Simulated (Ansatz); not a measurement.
# C3H4F: the cost of one run

Computed with Ansatz 0.2.0, Gaussian basis. Level: PBE0-D4/def2-SVP.

## (1) Where the work starts

8 atoms, charge 1, spin multiplicity 1.

Atoms are counted from 1 here; the program's logs count them from 0.

Bond lengths: C1–C2 1.385 Å, C1–H5 1.088 Å, C1–H6 1.083 Å, C2–C3 1.385 Å, C2–F4 1.312 Å, C3–H7 1.088 Å, C3–H8 1.083 Å. Angles: C2–C1–H5 120.1°, C2–C1–H6 121.6°, H5–C1–H6 118.3°, C1–C2–C3 123.3°, C1–C2–F4 118.3°, C3–C2–F4 118.4°, C2–C3–H7 120.1°, C2–C3–H8 121.6°, H7–C3–H8 118.2°.

Coordinates:

```xyz
8
charge 1, multiplicity 1
C    -0.8315    0.7860    0.4662
C    -0.2837   -0.3054   -0.1873
C     1.0802   -0.5184   -0.3017
F    -1.0986   -1.1818   -0.7255
H    -1.9118    0.9022    0.5246
H    -0.2087    1.5415    0.9297
H     1.4536   -1.3946   -0.8283
H     1.8006    0.1705    0.1222
```

## (2) The run

The input, md/in.yaml:

```yaml
crystal:
  periodic: [false, false, false]
  atoms:
    - {symbol: C, position_ang: [-0.831520, 0.786020, 0.466240]}
    - {symbol: C, position_ang: [-0.283730, -0.305370, -0.187310]}
    - {symbol: C, position_ang: [1.080200, -0.518400, -0.301740]}
    - {symbol: F, position_ang: [-1.098610, -1.181830, -0.725480]}
    - {symbol: H, position_ang: [-1.911800, 0.902190, 0.524580]}
    - {symbol: H, position_ang: [-0.208740, 1.541460, 0.929750]}
    - {symbol: H, position_ang: [1.453590, -1.394580, -0.828290]}
    - {symbol: H, position_ang: [1.800600, 0.170500, 0.122240]}
basis:
  gaussian: {orbitals: def2-SVP}
total_charge: 1
hamiltonian: {xc: pbe0, dispersion: d4}
md: {n_steps: 80, timestep: 1.0, temperature: 1500, ensemble: nvt_nose_hoover, seed: 666, initial_velocities: maxwell_boltzmann}
```

On the command line:

```
$ ansatz run in.yaml --threads 2 --pin off --events-out ev --progress --plain --max-ram 3481MiB
```

Q: Estimate wall time and peak memory on 2 threads of Arm Neoverse V2, shared host.

About 75 s, with a peak of 0.14 GiB.
